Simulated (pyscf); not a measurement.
# Routes from `[SiH3][PH][Ga]` [singlet]

Candidate steps break at most two bonds and form at most two. Each was searched with GFN2-xTB (tblite) first. Structures and frequencies: ωB97X-D3(BJ)/def2-SVP in PySCF. Energies: ωB97M-D3(BJ)/def2-TZVP, kJ/mol, from the reactant's lowest minimum found, singlet surface; ΔG‡ with ideal gas, 1 atm, RRHO with modes under 100 cm⁻¹ raised to 100, one conformer, R ln 2 for chiral ones without a mode under 150 cm⁻¹.

```tsv
products	type	ΔE‡	ΔE	ΔG‡ 298 K	ΔG‡ 900 K	ν‡ (cm⁻¹)
cyclic H₄GaPSi (SMILES [SiH2]1[PH][GaH]1)	rearrangement	193.0	+102.0	185.7	189.1	624i
H₂Si=P–Ga [singlet] + H₂	elimination	257.5	+141.8	243.8	246.0	1307i
```

Plain bond fissions and candidates not yet searched are not listed, and one of them may be faster. Each barrier is that of the saddle found; lower ones may exist. Elements up to Kr have no core potential and no relativistic terms here.
